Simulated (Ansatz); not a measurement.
**AlC, doublet in cc-pVDZ: errors against full CI**

Geometry: that of the AlC, quartet, kept fixed. The quartet lies 1.2 eV lower here.

```yaml
atoms:
  - { symbol: Al, position_ang: [0.0000, 0.0000, 0.0000] }
  - { symbol: C, position_ang: [0.0000, 0.0000, 1.9668] }
```

Basis cc-pVDZ; Ansatz 0.2.0. Only valence electrons are correlated (noble-gas cores frozen), which leaves 7 electrons in 26 orbitals. R marks a restricted (for open shells ROHF) determinant, U an unrestricted one. Active spaces: valence = (7e, 8o) chosen from the atoms' valence shells.

Full CI is exact within this basis and frozen core; it isn't the basis-set limit. The frozen core follows each run's orbitals, which can shift R against U totals by a few meV.

HF rows: UHF is the lowest solution found. Coupled cluster chose its determinant by a search with trial CCSD, here up to 0.79 eV above the lowest Hartree–Fock solution of its kind, and MP2 stands on that determinant too.

The determinant under UMP2, UCCSD, UCCSD(T), UCCSDT, UCCSDT(Q) fills its π shells in a way that full CI's natural occupations don't show, so these levels stand on another configuration than full CI's state and aren't compared.

```
UHF ⟨S²⟩                            : 1.957
⟨S²⟩ of the determinant under UCCSD : 1.784
T1 diagnostic (RCCSD)               : 0.1018
largest doubles amplitude (RCCSD)   : 0.177
T1 diagnostic (UCCSD)               : 0.0365
```

```
                   level  E − E(full CI) (kJ/mol)  share of correlation (%)  wall time
                    UHF†                    344.1                         –     0.99 s
                   UMP2†                     92.2                         –          –
                   RCCSD                     50.5                     90.88          –
                 UCCSD*†                    -21.8                         –          –
                RCCSD(T)                     10.7                     98.06        3 s
              UCCSD(T)*†                    -53.2                         –      6.5 s
                BCCD(T)*                     15.5                     97.20      3.2 s
                  RCCSDT                      5.5                     99.00          –
                UCCSDT*†                    -98.5                         –          –
               RCCSDT(Q)                     -0.9                    100.16      8.5 s
             UCCSDT(Q)*†                   -118.9                         –       22 s
  CASSCF (valence space)                    234.8                     57.61          –
  NEVPT2 (valence space)                     57.3                     89.67        3 s
  MRCISD (valence space)                     16.1                     97.10          –
MRCISD+Q (valence space)                      4.5                     99.18      3.8 s
```

An asterisk marks runs whose energy the program itself flagged as in doubt. A dagger marks rows that describe another state than the reference (another or a broken symmetry, a higher spin or other natural occupations), so the difference holds a gap between states beside the method's error.

The correlation energy at full CI, counted from the determinant under the R cluster runs, is -5.742 eV. That run took 8.4 min on 1 thread of Arm Neoverse V2, shared host over 9,717,824 determinants.

Run but not shown, since their state, orbitals or frozen core can't be matched to the reference's or they repeat it: RHF, RMP2, CISD.

Times hold each run's SCF and search for its determinant on a shared host, so for small cases they say little of a method's own cost; they ran on 1 thread of Arm Neoverse V2.

More than 5 meV below full CI, which no variational method can be: RCCSDT(Q).

Unrestricted levels hold only the spin's projection, and here they fall towards a lower state of higher spin.

The full-CI state has the irrep B1 of C2v, in the program's axes (one component, if the state is degenerate).

Natural occupations of full CI about the gap: 1.948 1.761 1.673 0.966 0.326 0.173 0.052 0.024 0.010 0.009; effectively unpaired electrons, Σ n²(2−n)², 1.90. No single determinant describes this state well, so single-reference rows can miss without a flag.
